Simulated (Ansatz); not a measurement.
ZnPt₂: from a trial structure to a relaxed crystal

Theory: DFT PBE, scalar-relativistic, plane waves, PAW (Ansatz). Cutoff 420 eV, Γ-centred k mesh, Gaussian smearing, no spin polarisation in the final step.

The start puts ZnPt₂ on the fluorite structure type (Fm-3m, No. 225), with Zn in place of Ca, Pt in place of F, at a guessed volume.

```yaml
crystal:
  lattice:
    - [0.00000, 2.79255, 2.79255]
    - [2.79255, 0.00000, 2.79255]
    - [2.79255, 2.79255, 0.00000]
  atoms:
    - { symbol: Zn, position: [0.00000, 0.00000, 0.00000] }
    - { symbol: Pt, position: [0.25000, 0.25000, 0.25000] }
    - { symbol: Pt, position: [0.75000, 0.75000, 0.75000] }
```

Cell and atoms relax at zero pressure; the relaxation can't lower the symmetry of the start. After a coarse first stage the cell is made exact in the group found at 0.06 Å.

The zero of energy is the elements' standard structures at the same level; no fitted shifts are applied.

Q: What does it relax into?

A: It keeps Fm-3m (No. 225). The result has the fluorite structure. Conventional cell: a = 5.862 Å. Zn has 8 Pt at 2.54 Å; around Pt lie 4 Zn at 2.54 Å and 6 Pt at 2.93 Å.

```cif
data_structure
_symmetry_space_group_name_H-M 'Fm-3m'
_symmetry_Int_Tables_number 225
_cell_length_a 5.8624
_cell_length_b 5.8624
_cell_length_c 5.8624
_cell_angle_alpha 90.000
_cell_angle_beta 90.000
_cell_angle_gamma 90.000
_cell_volume 201.47
loop_
_atom_site_label
_atom_site_type_symbol
_atom_site_symmetry_multiplicity
_atom_site_Wyckoff_symbol
_atom_site_fract_x
_atom_site_fract_y
_atom_site_fract_z
_atom_site_occupancy
Zn1 Zn 4 a 0.00000 0.00000 0.00000 1
Pt1 Pt 8 c 0.25000 0.75000 0.75000 1
```

Q: What are its volume, energy, density and gap?

A: The volume per atom is 16.79 Å³. The density is 15.02 g/cm³, the energy over the elements is -0.13 eV/atom and the gap on the 14×14×14 mesh is 0 eV (a metal).

The final run used a 14×14×14 mesh on its 3-atom cell and 0.10 eV smearing. The k mesh leaves about 4 meV/atom of noise in metals. Spin–orbit coupling is left out. A structure relaxed within its symmetry needn't be a true minimum. The steps took of the order of 30 core-seconds in all.

Cost: 3 runs of about 0.56 core-minutes in all, on Arm Neoverse V2 (shared hosts).